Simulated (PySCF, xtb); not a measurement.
Bonds broken one at a time in the series Al SiH3-SH. Gas-phase values, no solvent. One relaxed conformer stands for each flexible species; it need not be the lowest. Strings in code marks are SMILES.

Quantity: homolytic bond dissociation enthalpy at 298 K (no spin–orbit term), in kcal/mol. Thermal and zero-point terms are GFN2-xTB rigid-rotor harmonic values (xtb).

Level 1: r2SCAN-D4/def2-TZVP (PySCF)
Level 2: B3LYP/3-21G // r2SCAN-D4/def2-TZVP (PySCF)
Level 3: B3LYP/6-311+G** // r2SCAN-D4/def2-TZVP (PySCF)
Level 4: HF/STO-3G // r2SCAN-D4/def2-TZVP (PySCF)

| species | level 1 | level 2 | level 3 | level 4 |
|---|---|---|---|---|
| Si–Al bond of `[SiH3][Al]([SH])[SH]` (S–Al–S–H torsion 0°, S–Al–S–H torsion 180°), giving `[SH][Al][SH]` (H–S–Al–S torsion 180°, S–Al–S–H torsion 0°) and `[SiH3]` | 65.7 | 67.5 | 64.7 | 90.5 |
| S–Al bond of `[SH][Al]([SH])[SH]`, giving `[SH]` and `[SH][Al][SH]` (H–S–Al–S torsion 180°, S–Al–S–H torsion 0°) | 90.6 | 78.1 | 83.8 | 92.6 |
